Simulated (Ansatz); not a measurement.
The inner images of a band of CH5OSi (8 atoms, charge -1, multiplicity 1) are given out of order.

Theory: Ansatz 0.2.0, RKS PBE/def2-SVP.

First end point:

```xyz
8
Properties=species:S:1:pos:R:3
C -0.558 0.786 -0.492
Si 0.980 -0.426 -0.175
O 0.190 -1.593 0.942
H -1.269 0.373 -1.245
H -0.206 1.768 -0.888
H -1.146 0.990 0.435
H 1.614 0.548 0.900
H 0.395 -2.445 0.522
```

Last end point:

```xyz
8
Properties=species:S:1:pos:R:3
C -0.522 0.681 -0.475
Si 1.168 -0.378 -0.373
O 0.479 -1.852 0.366
H -1.176 0.311 -1.299
H -0.321 1.759 -0.685
H -1.138 0.644 0.460
H 1.649 0.406 0.939
H -0.138 -1.571 1.069
```

Task: Put them in order from the first end to the last, with their energies above the first end.
A.
```xyz
8
Properties=species:S:1:pos:R:3
C -0.562 0.798 -0.528
Si 0.943 -0.456 -0.257
O 0.007 -1.634 0.724
H -1.248 0.477 -1.346
H -0.185 1.813 -0.795
H -1.174 0.896 0.398
H 1.573 0.450 0.900
H 0.645 -2.345 0.905
```
B.
```xyz
8
Properties=species:S:1:pos:R:3
C -0.561 0.796 -0.507
Si 0.944 -0.455 -0.217
O 0.076 -1.596 0.867
H -1.260 0.450 -1.304
H -0.184 1.799 -0.815
H -1.165 0.935 0.421
H 1.614 0.507 0.859
H 0.536 -2.436 0.697
```
C.
```xyz
8
Properties=species:S:1:pos:R:3
C -0.570 0.795 -0.537
Si 0.989 -0.419 -0.335
O 0.121 -1.808 0.427
H -1.214 0.483 -1.391
H -0.225 1.831 -0.764
H -1.222 0.837 0.367
H 1.481 0.301 1.009
H 0.639 -2.020 1.224
```
D.
```xyz
8
Properties=species:S:1:pos:R:3
C -0.566 0.750 -0.508
Si 1.065 -0.402 -0.389
O 0.397 -1.904 0.327
H -1.208 0.439 -1.365
H -0.259 1.804 -0.716
H -1.222 0.769 0.398
H 1.533 0.290 0.976
H 0.260 -1.746 1.276
```
E.
```xyz
8
Properties=species:S:1:pos:R:3
C -0.562 0.799 -0.541
Si 0.961 -0.443 -0.298
O 0.019 -1.709 0.570
H -1.229 0.485 -1.377
H -0.198 1.823 -0.786
H -1.193 0.866 0.376
H 1.522 0.373 0.962
H 0.680 -2.194 1.093
```

Result: B (+0.013 eV), A (+0.058 eV), E (+0.122 eV), C (+0.154 eV), D (+0.075 eV).

Time of the run: 6.7 min on 1 CPU thread of a shared host.
